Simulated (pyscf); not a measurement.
**Four-centre exchange: HO–Ti(F)(F)–F (SMILES [OH][Ti]([F])([F])[F]) + H₂O (SMILES O) -> HO–Ti(OH)(F)–F (SMILES [OH][Ti]([OH])([F])[F]) + HF (SMILES F)**

Gas phase, singlet surface, charge 0. Bonds broken: Ti2–F3, O7–H8. Bonds formed: Ti2–O7, F3–H8. Structures and frequencies: ωB97X-D3(BJ)/def2-SVP in PySCF.

Transition state (Å):

```xyz
9

O      1.4037     0.6028     0.0947
Ti    -0.1968    -0.1190     0.0275
F      0.0174    -0.4902     2.1025
F     -0.8738     0.5408    -1.4279
F     -0.1475    -1.8181    -0.3176
H      1.9700     0.5345     0.8754
O     -1.6600     0.5449     1.1515
H     -1.0092     0.0086     2.0068
H     -2.6120     0.5862     1.0188
```

One imaginary mode, 650i cm⁻¹; descent along it reached the two sides named, in the forms told below.

```csv
bond,change,reactant side (Å),saddle,product side
Ti2–F3,breaks,1.765,2.119,2.564
O7–H8,breaks,0.967,1.201,1.649
Ti2–O7,forms,2.300,1.961,1.831
F3–H8,forms,2.399,1.145,0.953
```

Electronic energies relative to the separated reactants (eV):

| level | barrier | reaction energy | reverse barrier |
|---|---|---|---|
| ωB97X-D3(BJ)/def2-TZVP | 0.32 | +0.46 | -0.14 |
| PBE/def2-TZVP | 0.31 | +0.51 | -0.20 |
| r²SCAN/def2-TZVP | 0.23 | +0.51 | -0.28 |
| B3LYP-D3(BJ)/def2-TZVP | 0.33 | +0.46 | -0.13 |
| PBE0-D3(BJ)/def2-TZVP | 0.30 | +0.46 | -0.16 |
| M06-2X/def2-TZVP | 0.14 | +0.37 | -0.22 |
| ωB97M-D3(BJ)/def2-TZVP | 0.36 | +0.47 | -0.10 |
| HF/def2-TZVP | 0.81 | +0.46 | 0.35 |

With ωB97M-D3(BJ)/def2-TZVP energies and thermal terms (ideal gas, 1 atm, RRHO with modes under 100 cm⁻¹ raised to 100, one conformer, R ln 2 for rigid chiral ones), in eV:

| T (K) | ΔH‡ | ΔG‡ | ΔH | ΔG |
|---|---|---|---|---|
| 298 | 0.30 | 0.82 | +0.43 | +0.44 |
| 600 | 0.31 | 1.34 | +0.46 | +0.43 |
| 900 | 0.33 | 1.86 | +0.49 | +0.42 |
| 1200 | 0.37 | 2.36 | +0.51 | +0.39 |

On the reactant side the descent ends in an adduct with a O–Ti contact (not fully relaxed), 0.58 eV under the separated species and 0.90 eV under the saddle at ωB97X-D3(BJ)/def2-TZVP. On the product side the descent ends in a complex, 0.34 eV under the separated species and 0.21 eV under the saddle at ωB97X-D3(BJ)/def2-TZVP. At ωB97X-D3(BJ), PBE, r²SCAN, B3LYP-D3(BJ), PBE0-D3(BJ), M06-2X, ωB97M-D3(BJ) the saddle lies under the separated products, which points to a path from their complex (located at ωB97X-D3(BJ) alone), and parting the products costs more than the saddle. What is counted as formed (O–Ti) is already present as a longer contact in the reactant adduct; forming that adduct is a step of its own. One saddle was located; it need not be the lowest between these sides.
